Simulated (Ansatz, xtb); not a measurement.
## Two isomers of CH5F2N2+

Structure X: `NC([NH3+])(F)F`, a singlet. Structure Y: `[NH3+]NC(F)F`, a singlet. Both are isolated ions in the gas phase, relaxed with B3LYP-D3(BJ)/def2-SVP; the shapes shown needn't be the lowest conformers.

X (Å):

```xyz
10

C     0.4467    1.0523   -1.4147
F     1.4256    1.9482   -1.4983
F     0.6556    0.1999   -0.4159
N     0.1251    0.4578   -2.6039
N    -0.7576    1.9258   -0.8606
H     0.0109   -0.5532   -2.5819
H     0.6115    0.8096   -3.4257
H    -1.5873    1.3313   -0.7186
H    -1.0035    2.6587   -1.5420
H    -0.5118    2.3740    0.0362
```

Y (Å):

| atom | x (Å) | y (Å) | z (Å) |
| --- | --- | --- | --- |
| C | -0.5850 | 2.2337 | -1.8504 |
| F | 0.5049 | 2.5482 | -2.5904 |
| F | -1.4345 | 1.5721 | -2.6528 |
| N | 0.3795 | 0.1477 | -1.3204 |
| N | -0.2237 | 1.3324 | -0.7822 |
| H | 0.5409 | -0.5368 | -0.5655 |
| H | 1.2646 | 0.3079 | -1.8413 |
| H | -0.3015 | -0.2736 | -1.9782 |
| H | 0.4053 | 1.7589 | -0.0967 |
| H | -1.0423 | 3.1406 | -1.4247 |

Quicker runs give these differences E(Y) − E(X): GFN2-xTB +23.5 kcal/mol; HF/STO-3G +30.1 kcal/mol (at GFN2-xTB geometries); r2SCAN-D4/def2-SVP +36.0 kcal/mol (at GFN2-xTB geometries).

Task: Estimate E(Y) − E(X) at the level CCSD(T)/def2-SVP + ΔMP2/def2-TZVPP.

Result: Calculated at CCSD(T)/def2-SVP + ΔMP2/def2-TZVPP: E(Y) − E(X) = +32.4 kcal/mol, so structure X lies lower.

How the difference moves with the method:

```tsv
level	geometry	E(Y) − E(X) (kcal/mol)	departure from the last row (kcal/mol)	job, with rough time for the two
GFN2-xTB	GFN2-xTB	+23.5	−9.0	optimisation, 0.096 s
HF/STO-3G	GFN2-xTB	+30.1	−2.3	single point, 0.24 s
r2SCAN-D4/def2-SVP	GFN2-xTB	+36.0	+3.6	single point, 3.1 s
B3LYP-D3(BJ)/def2-SVP	B3LYP-D3(BJ)/def2-SVP	+33.8	+1.4	optimisation, 30 s
HF/def2-SVP	B3LYP-D3(BJ)/def2-SVP	+32.7	+0.2	part of the CCSD(T) run
MP2/def2-SVP	B3LYP-D3(BJ)/def2-SVP	+35.5	+3.1	part of the CCSD(T) run
CCSD(T)/def2-SVP	B3LYP-D3(BJ)/def2-SVP	+33.5	+1.0	single point
CCSD(T)/def2-SVP + ΔMP2/def2-TZVPP	B3LYP-D3(BJ)/def2-SVP	+32.4		single point, 23 s
```

As drawn, Y has 1 N–N, 1 C–H in place of 1 C–N, 1 N–H.

The levels shown agree on the order. The largest departure from CCSD(T)/def2-SVP + ΔMP2/def2-TZVPP is that of GFN2-xTB, 9.0 kcal/mol. The last row adds to CCSD(T) the change of the MP2 difference between the two basis sets, here −1.0 kcal/mol.

With harmonic frequencies from B3LYP-D3(BJ)/def2-SVP (ideal gas, rigid rotor, one conformer each, 298.15 K, 1 atm): on the last row, ΔE + ΔZPE = +33.9, ΔH = +33.6, ΔG = +33.8 kcal/mol.

The correlated steps freeze 5 core orbitals. Mirror images aren't counted in ΔG. Run with Ansatz 0.2.0, xtb 6.7.1; the last row on 2 threads of Arm Neoverse V1 on a shared host.
